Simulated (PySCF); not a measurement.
Potential energy of N₂⁺ along the bond

Set-up: N def2-TZVPPD; no relativity (PySCF 2.14). Energies in eV from N⁺ + N in their ground configurations at the same level. State: ²Σg⁺ (doublet), unpaired electrons σ ↑.

```
R (Å)  r²SCAN  UHF-MP2  UHF-CCSD(T)  UHF-CCSD
0.949  -6.200   -6.177                       
0.994  -7.588   -7.699       -6.986    -6.574
1.038  -8.378   -8.625       -7.867    -7.411
1.071  -8.671   -9.021       -8.227    -7.738
1.104  -8.767   -9.220       -8.390    -7.866
1.137  -8.707   -9.265       -8.396    -7.837
1.181  -8.442   -9.144       -8.220    -7.613
1.236  -7.904   -8.794       -7.796    -7.125
1.303  -7.075   -8.212       -7.109    -6.359
1.391  -5.836   -7.356
```

Problem. Put a parabola through the three lowest points of the r²SCAN curve and estimate Re, k and ωe (reduced mass 7.002 u; 1 eV/Å² = 0.16022 mdyn/Å; ωe = 1302.8·√(k/μ) cm⁻¹).

Solution. Through R = 1.071, 1.104, 1.137 Å the second-order coefficient is 71.6 eV/Å², so Re ≈ 1.108 Å, k ≈ 23.0 mdyn/Å and ωe ≈ 2359 cm⁻¹. A polynomial fit of higher order to the unrounded r²SCAN energies gives Re = 1.106 Å, k = 22.3 mdyn/Å, ωe = 2325 cm⁻¹; anharmonicity and rounding make the difference.

The higher-order fit for each curve: r²SCAN: Re = 1.106 Å, ωe = 2325 cm⁻¹, De = 8.77 eV; UHF-MP2: Re = 1.132 Å, ωe = 2099 cm⁻¹, De = 9.27 eV; UHF-CCSD(T): Re = 1.122 Å, ωe = 2196 cm⁻¹, De = 8.41 eV; UHF-CCSD: Re = 1.113 Å, ωe = 2273 cm⁻¹, De = 7.87 eV.

Correlated steps freeze 2 core orbitals. The state is the lowest determinant that a PBE0 search found; another state may lie lower at other levels.
